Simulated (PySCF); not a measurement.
Species: C₅H₁₀N (doublet state).
Structure used (GFN2-xTB), in Å, numbered top down from 1:
```
atom  x, y, z in Å
C1    -2.4735    0.3169    0.0108
C2    -1.0540    0.0864    0.5096
C3    -0.1061   -0.2905   -0.6463
C4     1.2667   -0.5239   -0.1536
C5     2.3454    0.3169   -0.4148
N6     3.5550    0.2060    0.0340
H7    -2.8714   -0.5850   -0.4490
H8    -3.1231    0.5973    0.8367
H9    -2.4954    1.1147   -0.7281
H10   -1.0492   -0.7135    1.2528
H11   -0.6805    0.9928    0.9903
H12   -0.1121    0.5070   -1.3919
H13   -0.4925   -1.2049   -1.1093
H14    1.4211   -1.3757    0.4977
H15    2.1751    1.1747   -1.0607
H16    3.6869   -0.6103    0.6324
```

The hyperfine couplings belong to this conformer and change with its torsions.

As a line formula: `[H]/N=C\[CH]CCC` [radical].

Computed, not measured: UKS B3LYP, pcH-1 on C H N, non-relativistic, mean-field spin-orbit, GIAO in PySCF. Geometry: GFN2-xTB, one conformer, isolated molecule. The geometry wasn't refined by DFT: couplings that depend on bond lengths, twists or pyramidal angles can differ widely from those at the functional's own minimum. Stability of the SCF solution: not tested. ⟨S²⟩ is 0.773 where a pure state has 0.75.

**Question.** Give the principal g shifts and their parts.

**Answer.** 
| Δg (ppm) | 1 | 2 | 3 |
| --- | --- | --- | --- |
| relativistic mass correction | -180 | -180 | -180 |
| gauge correction | -10 | 39 | 32 |
| orbital Zeeman/spin–orbit | 0 | 1105 | 2520 |
| total | -190 | 964 | 2373 |

So g = 2.00213, 2.00328, 2.00469 and g_iso = 2.00337; the tensor is rhombic: the two nearest values differ by 45 % of g3 − g1. Axes: g2 points within 4° of the C4–C5 bond.

**Question.** How much does each term add to the isotropic shift?

**Answer.** The orbital-Zeeman/spin–orbit term 1209, the mass correction -180 and the gauge correction 20 ppm, for a total of 1049 ppm. The orbital-Zeeman/spin–orbit term is the largest in size. The mass correction is the same along every axis, so the anisotropy comes from the other two: their spans along these axes are 49 (gauge) and 2520 ppm (orbital Zeeman/spin–orbit).

**Question.** What are the electron Larmor frequencies g μB B/h along the three axes at 340 mT?

**Answer.** 9.5276, 9.5331, 9.5398 GHz for g1, g2 and g3, a range of 12.2 MHz.

**Question.** What effective moment and Curie constant follow for a powder?

**Answer.** With the mean of g² = 4.0135 and S(S+1) = 0.75: μ_eff = √(⟨g²⟩S(S+1)) = 1.735 μB and χT = 0.12505·⟨g²⟩·S(S+1) = 0.376 cm³ K/mol (cgs; spin-Hamiltonian part alone).

**Question.** In a frozen sample, at which fields do the three g values resonate at 9.5, 34, 94 and 263 GHz (hyperfine left aside), and which band first spreads them over more than twice a line width of 0.5 mT?

**Answer.** 
```
band    GHz  B(g3) mT  B(g2) mT  B(g1) mT  spread mT
   X    9.5    338.58    338.82    339.02       0.43
   Q   34.0   1211.77   1212.62   1213.32       1.55
   W   94.0   3350.18   3352.54   3354.47       4.29
   J  263.0   9373.39   9379.98   9385.39      12.00
```

The spread grows in proportion to the frequency. Q band is the first where it exceeds 1.0 mT.

Largest spin populations (Mulliken): C4 (+0.74), N6 (+0.51) and C5 (-0.22). The positive populations add up to 1.33 and the negative ones to -0.33, together 2S = 1. The angles at C4 add up to 359.9°, so it is planar; its axial dipolar tensor and the negative coupling of its proton fit spin in a p orbital normal to that plane.

The HOMO–LUMO gaps are 6.81 eV among the α and 4.24 eV among the β orbitals.
